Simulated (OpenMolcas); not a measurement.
# doublet [SiH4O2]+: levels of theory compared

Wanted: a comparison of 4 runs (UHF/def2-SVPD, UB3LYP/6-31G*, UPBE0/def2-SVPD, ROMP2/def2-SVPD) of doublet [SiH4O2]+. 

The calculation is run with OpenMolcas 26.06.

1 further run of the same task is left out (set aside as unsound or not needed).

### 1 Starting point

The species is [SiH4O2]+ (7 atoms), meant as a doublet with charge +1. SMILES of the parent species: `O[SiH2]O`. Geometry: relaxed at PBE0-D4/def2-TZVP. This is one conformer, not always the lowest. That shape belongs to the parent species and isn't relaxed for this state.

Bond lengths: O1–Si2 1.642 Å, Si2–O3 1.642 Å, O1–H4 0.958 Å, Si2–H5 1.481 Å, Si2–H6 1.481 Å, O3–H7 0.958 Å. Angles: O1–Si2–O3 113.5°, O1–Si2–H5 111.5°, O1–Si2–H6 103.9°, O3–Si2–H5 103.9°, O3–Si2–H6 111.5°, Si2–O1–H4 117.7°, Si2–O3–H7 117.7°, H5–Si2–H6 112.9°.

### 2 The energy at UHF/def2-SVPD (run 1)

mol.xyz reads:

```xyz
7

O     -1.385150    -0.243860    -0.354380
Si     0.051410     0.422210     0.079240
O      1.274030    -0.668570     0.183160
H     -1.456660    -0.615580    -1.234790
H      0.526670     1.393040    -0.933360
H     -0.229300     1.048860     1.391580
H      1.219010    -1.336090     0.868560
```

job.inp reads:

```
* H4O2Si Hartree-Fock

&GATEWAY
  BasLib=$CurrDir
  Coord=mol.xyz
  Basis=def2-SVPD
  Group=NoSym

&SEWARD

&SCF
  UHF
  Charge=1
  Spin=2
  Thresholds=1e-10 1e-07 1e-07 1e-05
  PrOrbitals=1 1
```

The basis set def2-SVPD is read from a file made from the Basis Set Exchange's data (not shown).

Started as:

```bash
$ export MOLCAS_MEM=1860
$ pymolcas job.inp > job.log
```

Standard output:

```text
--- Start Module: gateway ---
[...]
--- Stop Module: gateway /rc=_RC_ALL_IS_WELL_ ---
--- Start Module: seward ---
[...]
      Basis functions          102
--- Stop Module: seward /rc=_RC_ALL_IS_WELL_ ---
[...]
--- Start Module: scf ---
[...]
       Convergence after  41 Iterations
[...]
::    Total SCF energy                               -440.4548284945
[...]
      Total spin, S                                     0.5244601331
[...]
      Total electronic charge=   33.000000
      Total            charge=    1.000000
[...]
      Dipole Moment (debye):
      Origin of the operator (angstrom)=   -0.0044   -0.0358   -0.0067
                   X=  2.8283E-01               Y=  2.3230E+00               Z=  4.3507E-01           Total=  2.3803E+00
      Center of Charge (angstrom)
[...]
--- Stop Module: scf /rc=_RC_ALL_IS_WELL_ ---
[...]
```

Run time: 31 s. Hardware: 1 thread of Intel Xeon Platinum 8259CL at 2.50GHz (Skylake/Cascade Lake), shared host; peak memory 0.57 GiB.

### 3 A single-point energy at UB3LYP/6-31G(d) (spherical functions) (run 2)

job.input reads:

```
&gateway
baslib=$CurrDir
coord
7
angstrom
O       -1.385150      -0.243860      -0.354380
Si       0.051410       0.422210       0.079240
O        1.274030      -0.668570       0.183160
H       -1.456660      -0.615580      -1.234790
H        0.526670       1.393040      -0.933360
H       -0.229300       1.048860       1.391580
H        1.219010      -1.336090       0.868560
basis=6-31Gs
group=NoSym
&seward
gridinput
Grid=UltraFine
End of Grid
&scf
uhf
charge=1
spin=2
ksdft=B3LYP
thresholds=1e-10 1e-07 1e-07 1e-05
prorbitals=1 1
```

The basis set 6-31G* is read from a file made from the Basis Set Exchange's data (not shown).

Started as:

```bash
$ export MOLCAS_MEM=1860
$ pymolcas job.input > job.log
```

Standard output:

```text
--- Start Module: gateway ---
[...]
--- Stop Module: gateway /rc=_RC_ALL_IS_WELL_ ---
--- Start Module: seward ---
[...]
      Basis functions           54
--- Stop Module: seward /rc=_RC_ALL_IS_WELL_ ---
[...]
--- Start Module: scf ---
[...]
       Convergence after  22 Iterations
[...]
::    Total KS-DFT energy                            -442.0025599875
[...]
      Total spin, S                                     0.5037567594
[...]
      Total electronic charge=   33.000000
      Total            charge=    1.000000
[...]
      Dipole Moment (debye):
      Origin of the operator (angstrom)=   -0.0044   -0.0358   -0.0067
                   X=  1.6755E-03               Y=  1.4348E-02               Z=  2.6774E-03           Total=  1.4692E-02
      Center of Charge (angstrom)
[...]
--- Stop Module: scf /rc=_RC_ALL_IS_WELL_ ---
[...]
```

It took 49 s on 1 thread of Intel Xeon Platinum 8259CL at 2.50GHz (Skylake/Cascade Lake), shared host; peak memory 0.39 GiB.

Run 3 isn't shown in full; the table further down has it.

### 4 The energy at ROMP2/def2-SVPD (run 4)

test.input reads:

```
* H4O2Si ROMP2
>>> EXPORT MOLCAS_PRINT=2
&GATEWAY
BasLib=$CurrDir
Coord
7
angstrom
O       -1.385150      -0.243860      -0.354380
Si       0.051410       0.422210       0.079240
O        1.274030      -0.668570       0.183160
H       -1.456660      -0.615580      -1.234790
H        0.526670       1.393040      -0.933360
H       -0.229300       1.048860       1.391580
H        1.219010      -1.336090       0.868560
Basis=def2-SVPD
Group=NoSym
&SEWARD
&SCF
UHF
Charge=1
Spin=2
Thresholds=1e-10 1e-07 1e-07 1e-05
PrOrbitals=1 1
&RASSCF
FileOrb=$Project.UnaOrb
Spin=2
Nactel=1 0 0
Inactive=16
Ras2=1
OutOrbitals=Canonical
OrbListing=Few
&CASPT2
IPEA=0.0
Frozen=7
```

The basis set def2-SVPD is read from a file made from the Basis Set Exchange's data (not shown).

Started as:

```bash
$ export MOLCAS_MEM=1860
$ pymolcas test.input > test.log
```

Standard output:

```text
--- Start Module: gateway ---
[...]
--- Stop Module: gateway /rc=_RC_ALL_IS_WELL_ ---
[...]
      Basis functions          102
[...]
       Convergence after  41 Iterations
[...]
::    Total SCF energy                               -440.4548284945
[...]
      Total spin, S                                     0.5244601331
[...]
--- Start Module: rasscf ---
[...]
      Number of active orbitals                  1
[...]
      Spin quantum number                      0.5
[...]
      Active orbitals                            1
[...]
      Number of CSFs                             1
[...]
      Number of root(s) required                 1
[...]
      Convergence after 14 iterations
[...]
      printout of CI-coefficients larger than  0.05 for root  1
      energy=    -440.443169
      conf/sym  1     Coeff  Weight
             1  u   1.00000 1.00000
      Natural orbitals and occupation numbers for root  1
      sym 1:   1.000000
      ************************************************************************************************************************
      *                                                    Final results                                                     *
[...]
::    RASSCF root number  1 Total energy:   -440.44316859
[...]
      Total electronic charge=   33.000000
      Total            charge=    1.000000
[...]
      Dipole Moment (debye):
      Origin of the operator (angstrom)=   -0.0044   -0.0358   -0.0067
                   X=  2.8556E-01               Y=  2.3434E+00               Z=  4.3664E-01           Total=  2.4008E+00
      Center of Charge (angstrom)
[...]
--- Stop Module: rasscf /rc=_RC_ALL_IS_WELL_ ---
[...]
--- Start Module: caspt2 ---
[...]
 ###    WARNING: User changed nr of frozen orbitals.                         ###
 ###############################################################################
[...]
      E2 (Variational):          -0.5123781553
      Total energy:            -440.9555467448
[...]
      Reference weight:           0.85539
[...]
::    CASPT2 Root  1     Total energy:   -440.95554674
[...]
--- Stop Module: caspt2 /rc=_RC_ALL_IS_WELL_ ---
[...]
```

Run time: 46 s. Hardware: 1 thread of Intel Xeon Platinum 8259CL at 2.50GHz (Skylake/Cascade Lake), shared host; peak memory 0.57 GiB.

### 5 All runs side by side

| run | level | integration grid | frozen core orbitals | energy (Eh) | HOMO energy (eV) | LUMO energy (eV) | ⟨S²⟩ | wall time |
| --- | --- | --- | --- | --- | --- | --- | --- | --- |
| 1 | UHF/def2-SVPD | – | – | -440.454828 | -19.33 | -10.63 | 0.800 | 31 s |
| 2 | UB3LYP/6-31G* (spherical functions) | UltraFine | – | -442.002560 | -15.59 | -13.82 | 0.758 | 49 s |
| 3 | UPBE0/def2-SVPD | UltraFine | – | -441.533311 | -15.91 | -13.76 | 0.760 | 95 s |
| 4 | ROMP2/def2-SVPD | – | 7 | -440.955547 | – | – | – | 46 s |

### 6 What came out

| quantity | value |
| --- | --- |
| run 4: total energy | -440.95555 Eh |

In words: Totals of different functionals can't be ranked against each other. All runs together took 3.7 min, the longest 95 s.
